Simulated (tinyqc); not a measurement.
Worked calculation: UHF in the sto-3g basis, for LiH+, spin multiplicity 2. One step of it, computed by the program tinyqc.

Question. Iteration 2: diagonalisation and new density. Diagonalise F' = X^T F X, C = X C', fill 2 alpha and 1 beta electrons from the bottom; D(s) = C_occ C_occ^T. Each column has its largest component positive (the first on a tie).

F(alpha) (hartree):
```
            1Li 1s     1Li 2s    1Li 2px    1Li 2py    1Li 2pz      2H 1s
1Li 1s   -2.603830  -0.691344   0.002050  -0.001360  -0.004886  -0.017147
1Li 2s   -0.691344  -0.387284  -0.013131   0.058890  -0.090512  -0.181290
1Li 2px   0.002050  -0.013131  -0.051654   0.019947  -0.013398  -0.015793
1Li 2py  -0.001360   0.058890   0.019947  -0.135044   0.059078   0.069610
1Li 2pz  -0.004886  -0.090512  -0.013398   0.059078  -0.129728  -0.231247
2H 1s    -0.017147  -0.181290  -0.015793   0.069610  -0.231247  -0.547056
```

F(beta) (hartree):
```
            1Li 1s     1Li 2s    1Li 2px    1Li 2py    1Li 2pz      2H 1s
1Li 1s   -2.597579  -0.683371   0.002996  -0.005153  -0.002782  -0.015082
1Li 2s   -0.683371  -0.295993   0.007098  -0.030187  -0.024220  -0.089634
1Li 2px   0.002996   0.007098  -0.027957  -0.002567   0.001463   0.000436
1Li 2py  -0.005153  -0.030187  -0.002567  -0.017228  -0.006415  -0.001911
1Li 2pz  -0.002782  -0.024220   0.001463  -0.006415  -0.053542  -0.125936
2H 1s    -0.015082  -0.089634   0.000436  -0.001911  -0.125936  -0.256238
```

X:
```
            1Li 1s     1Li 2s   1Li 2px   1Li 2py    1Li 2pz      2H 1s
1Li 1s    1.023172  -0.127294  0.000000  0.000000  -0.003114   0.014255
1Li 2s   -0.127294   1.034987  0.000000  0.000000   0.017896  -0.092064
1Li 2px   0.000000   0.000000  1.000000  0.000000   0.000000   0.000000
1Li 2py   0.000000   0.000000  0.000000  1.000000   0.000000   0.000000
1Li 2pz  -0.003114   0.017896  0.000000  0.000000   1.026233  -0.135692
2H 1s     0.014255  -0.092064  0.000000  0.000000  -0.135692   1.037926
```

Give: F' = X^T F X; orbital energies; coefficients C; F' = X^T F X; orbital energies; coefficients C; D(alpha) after iteration 2; D(beta) after iteration 2.

Answer.

F' = X^T F X (alpha) (hartree):
```
         1        2        3        4        5        6
1  -2.5521  -0.3553   0.0036  -0.0081   0.0001   0.0220
2  -0.3553  -0.2480  -0.0126   0.0558  -0.0613  -0.1125
3   0.0036  -0.0126  -0.0517   0.0199  -0.0118  -0.0133
4  -0.0081   0.0558   0.0199  -0.1350   0.0522   0.0588
5   0.0001  -0.0613  -0.0118   0.0522  -0.0848  -0.1519
6   0.0220  -0.1125  -0.0133   0.0588  -0.1519  -0.4967
```

orbital energies (alpha) (hartree): MO1 -2.6057, MO2 -0.6052, MO3 -0.1807, MO4 -0.1053, MO5 -0.0471, MO6 -0.0242

coefficients C (alpha):
```
             MO1      MO2      MO3      MO4      MO5      MO6
1Li 1s    0.9927  -0.0759  -0.2088  -0.1683   0.0014   0.0107
1Li 2s    0.0286   0.2551   0.7940   0.6312  -0.0026  -0.0387
1Li 2px  -0.0006   0.0419   0.1213  -0.1690   0.9755  -0.0580
1Li 2py  -0.0001  -0.1839  -0.5286   0.7560   0.2199   0.2586
1Li 2pz   0.0034   0.2071   0.1747  -0.1644  -0.0005   0.9856
2H 1s    -0.0023   0.8371  -0.5120  -0.0263   0.0009  -0.3754
```

F' = X^T F X (beta) (hartree):
```
         1        2        3        4        5        6
1  -2.5463  -0.3580   0.0022  -0.0014  -0.0043   0.0170
2  -0.3580  -0.1650   0.0070  -0.0305  -0.0076  -0.0561
3   0.0022   0.0070  -0.0280  -0.0026   0.0016  -0.0004
4  -0.0014  -0.0305  -0.0026  -0.0172  -0.0068   0.0016
5  -0.0043  -0.0076   0.0016  -0.0068  -0.0265  -0.0931
6   0.0170  -0.0561  -0.0004   0.0016  -0.0931  -0.2267
```

orbital energies (beta) (hartree): MO1 -2.5990, MO2 -0.2826, MO3 -0.1041, MO4 -0.0285, MO5 -0.0121, MO6 0.0167

coefficients C (beta):
```
             MO1      MO2      MO3      MO4      MO5      MO6
1Li 1s    0.9937  -0.0746  -0.2498   0.0012   0.0569  -0.0682
1Li 2s    0.0250   0.2607   0.9515  -0.0018  -0.2219   0.2702
1Li 2px  -0.0012  -0.0087  -0.0639   0.9761  -0.1897   0.0844
1Li 2py   0.0023   0.0397   0.2947   0.2174   0.8498  -0.3771
1Li 2pz   0.0020   0.2262  -0.1605   0.0000   0.4419   0.8943
2H 1s    -0.0033   0.8441  -0.3267   0.0006  -0.1532  -0.5115
```

D(alpha) after iteration 2:
```
          1Li 1s   1Li 2s  1Li 2px  1Li 2py  1Li 2pz    2H 1s
1Li 1s    0.9913   0.0090  -0.0038   0.0138  -0.0123  -0.0658
1Li 2s    0.0090   0.0659   0.0107  -0.0469   0.0529   0.2135
1Li 2px  -0.0038   0.0107   0.0018  -0.0077   0.0087   0.0350
1Li 2py   0.0138  -0.0469  -0.0077   0.0338  -0.0381  -0.1539
1Li 2pz  -0.0123   0.0529   0.0087  -0.0381   0.0429   0.1733
2H 1s    -0.0658   0.2135   0.0350  -0.1539   0.1733   0.7007
```

D(beta) after iteration 2:
```
          1Li 1s   1Li 2s  1Li 2px  1Li 2py  1Li 2pz    2H 1s
1Li 1s    0.9874   0.0248  -0.0012   0.0023   0.0020  -0.0032
1Li 2s    0.0248   0.0006   0.0000   0.0001   0.0001  -0.0001
1Li 2px  -0.0012   0.0000   0.0000   0.0000   0.0000   0.0000
1Li 2py   0.0023   0.0001   0.0000   0.0000   0.0000   0.0000
1Li 2pz   0.0020   0.0001   0.0000   0.0000   0.0000   0.0000
2H 1s    -0.0032  -0.0001   0.0000   0.0000   0.0000   0.0000
```
